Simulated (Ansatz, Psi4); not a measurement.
# Correcting a cheap level on O-containing molecules

The atomisation enthalpy at 298 K in kJ/mol of 7 O-containing molecules: x at MP2/cc-pVTZ, y from tabulated heats of molecules and atoms (Active Thermochemical Tables, NIST-JANAF tables). Shapes, held fixed at every level: PBE0-D4/def2-TZVP. Computed values hold a harmonic thermal term (PBE0-D4/def2-TZVP) and the atoms' spin-orbit lowering. Programs: Ansatz 0.2.0, Psi4 1.11. A level may come from different programs for different species; with the same settings they agree closely.

```
                       molecule  x (kJ/mol)  y (kJ/mol)
        OF2 (oxygen difluoride)         386         383
       NClO (nitrosyl chloride)         789         790
            N2O (nitrous oxide)        1142           ?
SiO2 (silicon dioxide molecule)        1259        1254
        BOF (fluoro(oxo)borane)        1530        1501
           CO2 (carbon dioxide)        1656        1609
                C2H2O (ethynol)        2029        2026
```

Task: Fit y = c + s·x to the known rows and predict y for N2O.

Result: 
1. Means of the 6 rows: x = 1274.83, y = 1260.5.
2. Σ(Δx)² = 1805475, Σ(Δx·Δy) = 1780158, so the slope is 1780158/1805475 = 0.98598.
3. Intercept: 1260.5 − (0.98598) × 1274.83 = 3.5. The largest residual of the fit is 27.
4. N2O: 3.5 + 0.98598 × 1142 = 1129 kJ/mol.

The tabulated heats give 1112 kJ/mol, so the prediction is off by +17 kJ/mol, within the largest residual. Uncorrected, MP2/cc-pVTZ misses it by +30 kJ/mol, and the other rows by 15 on average. The line removes about 40 % of this miss. Left out in turn, the other rows are missed by 20 kJ/mol on average, worse than no correction. The tabulated values of SiO2, BOF are in doubt (older tables, estimates, or at odds with other calculations) and kept here.
